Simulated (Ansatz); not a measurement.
Input file:

```yaml
crystal:
  periodic: [false, false, false]
  atoms:
    - {symbol: O, position_ang: [0.000000, 0.000000, 0.000000]}
    - {symbol: O, position_ang: [0.000000, 0.000000, 1.092000]}
basis:
  gaussian: {orbitals: 6-31G, fitting: {mean_field: def2-universal-jkfit}}
magnetization: {spin_polarized: false}
correlation: {method: ccsdtq, electrons: outside_noble_gas, diis_vectors: 4}
```

```sh
$ ansatz run in.yaml --threads 1 --pin off --events-out ev --progress --plain --max-ram 2393MiB
```

Log:

```
154 factors; integrals over basis functions are off by at most 3.8e-3 eV
mean field evaluation 1: about -4065.9771 eV, gradient 1.4e1 eV
mean field evaluation 2: about -4066.4188 eV, gradient 3.7e0 eV
mean field evaluation 4: about -4066.4506 eV, gradient 1.2e-1 eV
mean field evaluation 8: about -4066.4188 eV, gradient 3.7e0 eV
mean field evaluation 16: about -4066.4502 eV, gradient 4.3e-1 eV
mean field -4066.45065599 eV, -149.4393052683 hartree, gradient 1.8e-6 eV, S^2 0.000000; 2 other end points of the search recorded, 0 dependent functions left out; unrestricted orbitals would lower it
mean field evaluation 32: about -4067.7731 eV, gradient 1.3e0 eV
unrestricted determinant -4067.85811787 eV, -149.4910285383 hartree, S^2 1.0121
2 core orbitals not correlated: weight in the atoms' cores, before any rotation towards them, 1.000 or more for the frozen orbitals, at most 0.000 for the correlated occupied ones
reference -4066.45065599 eV, -149.4393052683 hartree; 6, 6 occupied and 10, 10 virtual orbitals, 154 factors
second order -6.39455795 eV of doubles, -0.00000000 eV of singles
cycle   1  -6.16030240 eV  change    2.3e-1 eV  update   6.8e-2
cycle   2  -6.51122496 eV  change   -3.5e-1 eV  update   3.1e-2
cycle   3  -6.62461150 eV  change   -1.1e-1 eV  update   1.6e-2
cycle   4  -6.63570286 eV  change   -1.1e-2 eV  update   1.0e-2
cycle   5  -6.64637569 eV  change   -1.1e-2 eV  update   9.8e-3
cycle   6  -6.64697198 eV  change   -6.0e-4 eV  update   9.8e-3
cycle   7  -6.66596880 eV  change   -1.9e-2 eV  update   9.7e-3
cycle   8  -6.80937551 eV  change   -1.4e-1 eV  update   9.6e-3
cycle   9  -7.00651921 eV  change   -2.0e-1 eV  update   7.9e-3
cycle  10  -6.82596045 eV  change    1.8e-1 eV  update   1.7e-2
cycle  11  -6.87862969 eV  change   -5.3e-2 eV  update   6.5e-3
cycle  12  -6.90989735 eV  change   -3.1e-2 eV  update   2.6e-3
cycle  13  -6.91065554 eV  change   -7.6e-4 eV  update   2.6e-4
cycle  14  -6.90817779 eV  change    2.5e-3 eV  update   1.5e-4
cycle  15  -6.90928483 eV  change   -1.1e-3 eV  update   1.2e-4
cycle  16  -6.90901201 eV  change    2.7e-4 eV  update   2.2e-5
cycle  17  -6.90907688 eV  change   -6.5e-5 eV  update   6.4e-6
cycle  18  -6.90906188 eV  change    1.5e-5 eV  update   3.8e-6
cycle  19  -6.90905873 eV  change    3.1e-6 eV  update   1.6e-6
cycle  20  -6.90906176 eV  change   -3.0e-6 eV  update   5.0e-7
cycle  21  -6.90906048 eV  change    1.3e-6 eV  update   2.6e-7
cycle  22  -6.90906104 eV  change   -5.6e-7 eV  update   1.5e-7
cycle  23  -6.90906124 eV  change   -2.0e-7 eV  update   7.4e-8
WARN: these amplitudes may be one of several solutions (largest doubles amplitude 0.97, level shift 0.00 eV)
Total energy: -4073.35971723 eV, -149.6932085859 hartree
```

Ran on 1 thread of Arm Neoverse V2, shared host: 8 s wall, 0.18 GiB peak host memory.
